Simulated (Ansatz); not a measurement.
The input, for Ansatz 0.2.0:

```yaml
crystal:
  periodic: [false, false, false]
  atoms:
    - {symbol: N, position_ang: [0.000000, 0.000000, 0.000000]}
    - {symbol: S, position_ang: [0.000000, 0.000000, 2.698000]}
basis:
  gaussian: {orbitals: cc-pVDZ}
magnetization: {spin_polarized: false, initial_magnetization: 1}
hamiltonian: {xc: hf}
output: {orbitals: {seedname: orbitals}}
```

```sh
$ ansatz run in.yaml --threads 1 --pin off --events-out ev --progress --plain --max-ram 2393MiB
```

The program prints:

```
332 factors; integrals over basis functions are off by at most 4.4e-4 eV
mean field evaluation 1: about -12278.9462 eV, gradient 4.5e1 eV
mean field evaluation 2: about -12278.9620 eV, gradient 4.5e1 eV
mean field evaluation 4: about -12284.5206 eV, gradient 3.5e1 eV
mean field evaluation 8: about -12289.8983 eV, gradient 2.2e0 eV
mean field evaluation 16: about -12289.9538 eV, gradient 2.1e-5 eV
mean field evaluation 32: about -12290.0539 eV, gradient 2.1e-5 eV
mean field evaluation 64: about -12289.5244 eV, gradient 4.6e-1 eV
mean field evaluation 96: about -12289.8819 eV, gradient 4.4e-2 eV
mean field evaluation 128: about -12289.6372 eV, gradient 7.0e-1 eV
mean field evaluation 160: about -12286.1389 eV, gradient 2.1e1 eV
mean field evaluation 192: about -12290.5938 eV, gradient 2.6e-1 eV
mean field evaluation 224: about -12289.8824 eV, gradient 6.7e0 eV
mean field evaluation 256: about -12289.7427 eV, gradient 5.7e-1 eV
mean field evaluation 288: about -12290.5782 eV, gradient 6.4e-1 eV
mean field evaluation 320: about -12289.8794 eV, gradient 6.9e-1 eV
mean field evaluation 352: about -12290.6655 eV, gradient 1.5e0 eV
mean field evaluation 384: about -12290.0148 eV, gradient 5.7e-1 eV
mean field evaluation 416: about -12289.5581 eV, gradient 4.6e-2 eV
mean field evaluation 448: about -12284.0955 eV, gradient 1.1e1 eV
mean field evaluation 480: about -12289.9536 eV, gradient 1.2e-1 eV
mean field -12290.92145995 eV, -451.6830325672 hartree, gradient 3.4e-6 eV, S^2 0.750000; 12 other end points of the search recorded, 0 dependent functions left out
reference -12290.92145995 eV, -451.6830325672 hartree; 12, 11 occupied and 20, 21 virtual orbitals, 332 factors
Total energy: -12290.92145995 eV, -451.6830325672 hartree
```

Ran on 1 thread of AMD EPYC 9R45, shared host: 0.45 s wall, 0.16 GiB peak host memory.
